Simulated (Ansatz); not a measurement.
**SiH4 (singlet): wave-function methods side by side at distance H1–H2 along a hydrogen transfer = 0.693 Å, cc-pVTZ**

An exercise on one series of results from a longer session: the logs are not shown, and one member is left open.

Computed with Ansatz 0.2.0, Gaussian basis. Level: cc-pVTZ, core rule «outside noble gas», up to 5 orbitals frozen.

Plan: UHF; CCSD(T) on RHF; CCSD(T) on UHF; BCCD(T) on RHF; CISD; CCSDT(Q) on RHF; CASSCF and NEVPT2, 8 electrons in 8 orbitals.

8 further runs of the same task are left out: 1 for a mislabelled method, 6 that didn't finish, 1 set aside as unsound or not needed.

### The geometry

The geometry derives from fragments relaxed apart (PBE0/def2-TZVP) and kept rigid, so it is no stationary point. A hydrogen atom is moved between rigid fragments.

5 atoms, charge 0, spin multiplicity 1.

Atoms are counted from 1 here; the program's logs count them from 0.

Bond lengths: H1–H2 0.693 Å, Si3–H4 1.526 Å, Si3–H5 1.526 Å. Angles: H4–Si3–H5 91.2°.

The first run:

in.yaml

```yaml
crystal:
  periodic: [false, false, false]
  atoms:
    - {symbol: H, position_ang: [-2.716293, 0.054876, 0.000000]}
    - {symbol: H, position_ang: [-2.023293, 0.054876, 0.000000]}
    - {symbol: Si, position_ang: [0.117707, 0.054876, 0.000000]}
    - {symbol: H, position_ang: [0.729887, -0.819409, 1.090012]}
    - {symbol: H, position_ang: [0.729887, -0.819409, -1.090012]}
basis:
  gaussian: {orbitals: cc-pVTZ}
magnetization: {spin_polarized: true, initial_magnetization: 0}
hamiltonian: {xc: hf}
output: {orbitals: {seedname: orbitals}}
```

Started as:

```bash
> ansatz run in.yaml --threads 1 --pin off --events-out ev --progress --plain --max-ram 2393MiB
```

Among the steps run: UHF; CCSD(T) on RHF; CCSD(T) on UHF; BCCD(T) on RHF; CISD; CCSDT(Q) on RHF; CASSCF and NEVPT2, 8 electrons in 8 orbitals.

One table of the session follows, with a row left open; its other results are not shown here.

It belongs to the step «Misses and costs». 

| method | from RCCSDT(Q) (kJ/mol) |
| --- | --- |
| RHF | +487.4 |
| UHF | +480.0 |
| RMP2 | +103.5 |
| UMP2 | ? |
| CISD | +44.3 |
| RCCSD | +14.6 |
| UCCSD | +15.9 |
| RCCSD(T) | +2.8 |
| UCCSD(T) | +3.6 |
| BCCD(T) | +2.8 |
| RCCSDT | +0.5 |
| RCCSDT(Q) | 0 |
| CASSCF valence | +309.5 |
| NEVPT2 valence | +95.6 |

Estimate the missing values for UMP2.

As computed: from RCCSDT(Q) (kJ/mol): +120.2. In the column «from RCCSDT(Q) (kJ/mol)» it lies between RMP2 (+103.5) and CASSCF valence (+309.5).

Caveats from the session: Warnings: restricted reference is unstable; spin contamination. Restricted and unrestricted rows rest on different reference determinants; where their highest levels disagree by more than a few hundredths of an eV, they describe different states and don't form one ladder.
